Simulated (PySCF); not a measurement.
## Spin-orbit coupling and the electron affinity along group 15

Two-component X2C-1e calculated with PySCF 2.14: MP2 on generalised Hartree-Fock spinors (GMP2), with spin-orbit coupling off and on (screened by Boettger's factors); no Breit or QED terms. Values in eV; the references (photodetachment measurements) lie between the lowest levels. Elements whose determinants are no pure J levels are left out.

```csv
element,configurations,spin-free,with spin-orbit,shift,reference
"P (x2c-TZVPall-2c with one added diffuse shell each of s, p type, [Ne] frozen)",[Ne] 3s2 3p4 → [Ne] 3s2 3p3,0.341,0.353,0.012,0.747
"As (x2c-TZVPall-2c with one added diffuse shell each of s, p, d type, [Ne] frozen)",[Ar] 3d10 4s2 4p4 → [Ar] 3d10 4s2 4p3,0.446,0.508,0.061,0.804
"Sb (x2c-TZVPall-2c with one added diffuse shell each of s, p, d, f type, [Ar] 3d10 frozen)",[Kr] 4d10 5s2 5p4 → [Kr] 4d10 5s2 5p3,0.634,0.771,0.136,1.047
"Bi (x2c-TZVPall-2c with one added diffuse shell each of s, p, d, f type, [Kr] 4d10 4f14 frozen)",[Xe] 4f14 5d10 6s2 6p4 → [Xe] 4f14 5d10 6s2 6p3,0.569,0.811,0.243,0.942
```

The largest shift is at Bi, 0.243 eV, where spin-orbit coupling lowers the species with more electrons by more than the one with fewer (starting occupations 6p1/2^2 6p3/2^2 and 6p1/2^2 6p3/2^1).

What remains against the references is mostly the basis and correlation beyond MP2.
